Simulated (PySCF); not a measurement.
Compound: ethenimine, C2H3N.
Atom-mapped SMILES: `[CH2:1]=[C:2]=[NH:3]` (hydrogens: H4, H5 on C1; H6 on N3)

Structure used (PBE0-D3(BJ)/def2-TZVP), in Å, numbered top down from 1:
```
atom  x, y, z in Å
C1    -0.955    0.101    0.125
C2     0.315    0.041   -0.171
N3     1.474    0.048   -0.544
H4    -1.332    0.900    0.748
H5    -1.633   -0.658   -0.240
H6     2.138   -0.454    0.040
```

Level: wB97X-D/pcSseg-2 in PySCF, non-relativistic, on one gas-phase PBE0-D3(BJ)/def2-TZVP geometry that isn't relaxed in the solvent. The solvent is an IEF-PCM continuum (cavity from Bondi-type radii × 1.2). Only the electrostatic response of the medium enters.

Gas phase at wB97X-D/pcSseg-2: HOMO -8.80 eV, LUMO 1.71 eV, dipole 1.55 D.

Q: What does the continuum do to the energy, the frontier levels and the dipole at wB97X-D/pcSseg-2 in chloroform?

A: 
| solvent | ε | E(solvent) − E(gas) (kcal/mol) | polarisation term (kcal/mol) | distortion of the solute (kcal/mol) | HOMO (eV) | LUMO (eV) | dipole (D) |
| --- | --- | --- | --- | --- | --- | --- | --- |
| chloroform | 4.711 | -3.15 | -3.47 | 0.32 | -8.79 | 1.78 | 1.82 |

The polarisation term is half the interaction of the solute with the surface charges that it induces; the rest is the cost of distorting the solute's density. The sum is the electrostatic part of solvation alone.

Q: Which radius a makes the point-dipole formula ΔE = −[(ε − 1)/(2ε + 1)]·μ²/a³ give the value in chloroform, with the gas-phase dipole?

A: μ = 0.609 au and |ΔE| = 0.00502 Eh give a = 1.57 Å; the farthest nucleus lies 2.18 Å from the centroid of the nuclei, so such a sphere wouldn't even hold the nuclei. The formula assumes a rigid point dipole at the centre of a sphere.

Q: Give the dipole vector in the frame of the coordinates (D, pointing from negative to positive charge), gas and chloroform.

A: Gas (-0.16, -0.80, 1.31), solvent (-0.25, -0.93, 1.54). Its length changes by +18 % and its direction by 2°.

The pairwise dispersion term of wB97X-D wasn't added to the energies; at a given geometry it leaves orbitals and properties as they are.
